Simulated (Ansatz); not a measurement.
# The cluster Si2H3−: geometry, orbitals and charge

Aim: characterise the cluster Si2H3− as a singlet: its structure, frontier levels and distribution of charge.

Program: Ansatz 0.2.0, Gaussian basis. Level of theory: RKS PBE0-D4/def2-TZVPD. These are calculated values, not measurements.

Plan: relaxation at PBE0-D4/def2-TZVPD; a single point at PBE0-D4/def2-TZVPD.

1 further run of the same task is left out (set aside as unsound or not needed). Runs told in other sessions of the task aren't counted.

### Step 1. Where the work starts

5 atoms, charge -1, spin multiplicity 1.

Atoms are counted from 1 here; the program's logs count them from 0.

Bond lengths: Si1–Si2 1.802 Å, Si1–H3 1.155 Å, Si2–H4 1.393 Å, Si2–H5 1.393 Å. Angles: Si2–Si1–H3 164.3°, Si1–Si2–H4 125.2°, Si1–Si2–H5 125.4°, H4–Si2–H5 96.9°.

Geometry (Å):

```xyz
5

Si    0.8644    0.1062    0.8339
Si   -0.4526   -0.3973   -0.2883
H     1.6741    0.7039    1.4014
H    -1.7531    0.1017   -0.2754
H    -0.3327   -0.5145   -1.6715
```

The ion is computed in the gas phase, without counter-ions or solvent.

The start is a GFN2-xTB geometry.

### Step 2. Relaxation at PBE0-D4/def2-TZVPD

Contents of in.yaml:

```yaml
crystal:
  periodic: [false, false, false]
  atoms:
    - {symbol: Si, position_ang: [0.864390, 0.106170, 0.833900]}
    - {symbol: Si, position_ang: [-0.452640, -0.397280, -0.288350]}
    - {symbol: H, position_ang: [1.674120, 0.703860, 1.401370]}
    - {symbol: H, position_ang: [-1.753150, 0.101740, -0.275430]}
    - {symbol: H, position_ang: [-0.332720, -0.514490, -1.671500]}
basis:
  gaussian: {orbitals: def2-TZVPD}
total_charge: -1
hamiltonian: {xc: pbe0, dispersion: d4}
scf: {lower_state_search: "off"}
output: {orbitals: {seedname: orbitals}}
relax: {f_tol: 0.02, max_steps: 100}
```

Run with:

```sh
ansatz run in.yaml --threads 4 --pin off --events-out ev --progress --plain --max-ram 3916MiB
```

Further steps of the session: Single point, PBE0-D4/def2-TZVPD.

Q: Predict the results of all the runs planned. Wanted: point group; Si–Si bond; HOMO, LUMO at PBE0-D4/def2-TZVPD.

The runs gave:

| quantity | value |
| --- | --- |
| point group | Cs |
| Si–Si bond | 2.187 Å |
| HOMO, LUMO at PBE0-D4/def2-TZVPD | -0.40, 3.42 eV |

The molecule keeps its bonding pattern by the stored test; the atoms moved 0.58 Å (rms), and the angle Si2–Si1–H3 went from 164° to 89°. No usable vibrations, so a minimum isn't proven. The HOMO lies nearest to Si1, Si2 about 39 % each; H3, H4, H5 about 7 % each and the LUMO to Si1 45 %; Si2 20 %. Whether this spin is the lowest isn't tested here.
